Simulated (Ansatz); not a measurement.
A barrier at the coupled-cluster level

Start structure (MgNH₄Cl, singlet), relaxed at PBE0-D4/def2-TZVP:

```
7
angstrom
Mg -0.3731 0.2349 -0.7310
N 1.2425 -0.5929 -0.2490
Cl -2.1402 1.1709 -1.6306
H -0.7987 0.3134 1.5381
H -1.4405 0.6085 1.2751
H 1.5282 -0.8717 0.6774
H 1.9818 -0.8633 -0.8802
```

The step: MgNH₂Cl ([NH2][Mg][Cl]) + H₂ → MgHCl ([MgH][Cl]) + NH₃ (still joined by a long Mg–N bond); bonds formed: Mg1–H5, N2–H4; bonds broken: H4–H5; bonds weakened to dative contacts: Mg1–N2. Ansatz 0.2.0; basis: def2-TZVPP and def2-QZVPP; cores frozen in the correlated methods. The outer core shell of Li, Na, Mg and K is correlated. The def2 sets are not built for correlating such inner shells, so the correlated values are less sure here. Extrapolation: Hartree–Fock as exp(−7.88 √X), correlation as X^−2.97. Energies below are by CCSD(T) at an estimated basis limit (MP2 extrapolated from triple and quadruple zeta, plus CCSD(T) − MP2 in triple zeta).

**Question.** What are the electronic barrier and the energy of the step, from the start structure to the end structure? (To be estimated.)

**Answer.** By the calculation: Barrier 0.667 eV; step energy -0.518 eV (downhill); reverse barrier, their difference, 1.185 eV. Barrier and step energy count from the start structure, the reverse barrier from the end structure.

The saddle point: One imaginary mode of 1056i cm⁻¹.
```json
{"pair": "Mg1–H5", "start (Å)": "2.30", "saddle (Å)": "1.94", "end (Å)": "1.71"}
{"pair": "N2–H4", "start (Å)": "2.86", "saddle (Å)": "1.44", "end (Å)": "1.01"}
{"pair": "Mg1–N2", "start (Å)": "1.88", "saddle (Å)": "1.99", "end (Å)": "2.18"}
{"pair": "H4–H5", "start (Å)": "0.75", "saddle (Å)": "0.98", "end (Å)": "3.37"}
```

Zero-point energy (harmonic, PBE0-D4): ZPE is 1.053 eV at the start and 1.074 eV at the saddle, so the barrier goes from 0.667 to 0.688 eV.

T1 diagnostic: at most 0.010. The end structure is not quite a true minimum (one mode of 48i cm⁻¹).

Labels in which every atom is bracketed show which atoms are joined, not bond orders.

For scale, one of the runs: CCSD(T)/def2-TZVPP, 161 basis functions, launched by `ansatz run in.yaml --threads 2 --pin off --events-out ev --progress --plain --max-ram 4352MiB`. Hardware: 2 CPU threads of an Intel Xeon, shared host. Wall time 27 s; peak host memory 1.4 GiB.
